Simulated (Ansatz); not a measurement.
**H$_{3}$Ge–BH, doublet in cc-pVDZ: errors against UCCSDT(Q)**

Geometry: displaced at random from a stationary point.

```xyz
6

Ge    0.0224    0.0169    0.2658
B    -0.1425   -0.1430   -1.7509
H    -0.0658    1.4284    0.8364
H     1.2600   -0.7902    0.8314
H    -1.3285   -0.8093    0.7285
H     0.0477    0.4901   -2.7743
```

Basis cc-pVDZ; Ansatz 0.2.0. Only valence electrons are correlated (noble-gas cores and the filled d shells of p-block atoms frozen), which leaves 11 electrons in 46 orbitals. R marks a restricted (for open shells ROHF) determinant, U an unrestricted one. Active spaces: frontier = (9e, 9o) about the gap. No spin–orbit coupling is included, and no scalar relativity.

Full CI isn't at hand for all of this; UCCSDT(Q) serves as the reference, and is uncertain by the last step of the cluster series or more. The frozen core follows each run's orbitals, which can shift R against U totals by a few meV for light atoms and by up to 0.1 eV past Ca.

The UHF ⟨S²⟩ is 0.757, the T1 diagnostic (RCCSD) is 0.0174 and the largest doubles amplitude (RCCSD) is 0.035. The T1 diagnostic (UCCSD) is 0.0140.

```csv
level,E − E(UHF) (eV)
UMP2,-4.3634
UCCSD,-5.5074
UCCSD(T),-5.6348
```

**Question.** Estimate how far UCCSDT(Q) in cc-pVDZ lies from UCCSD(T). The table doesn't fix it; the size of (T) and the diagnostics are the guide.

**Answer.** UCCSDT(Q) in cc-pVDZ lies 0.80 kcal/mol below UCCSD(T), which is 27 % of the (T) step (-2.94 kcal/mol). The diagnostics give no warning, yet the rest is a sizeable part of (T).

The other levels:

```
 level  E − E(UCCSDT(Q)) (kcal/mol)  wall time
UCCSDT                         0.11          –
```

Run but not shown, since their state, orbitals or frozen core can't be matched to the reference's or they repeat it: RHF, RMP2, CISD, RCCSD, RCCSD(T), BCCD(T), RCCSDT, RCCSDT(Q), CASSCF (frontier space), NEVPT2 (frontier space).
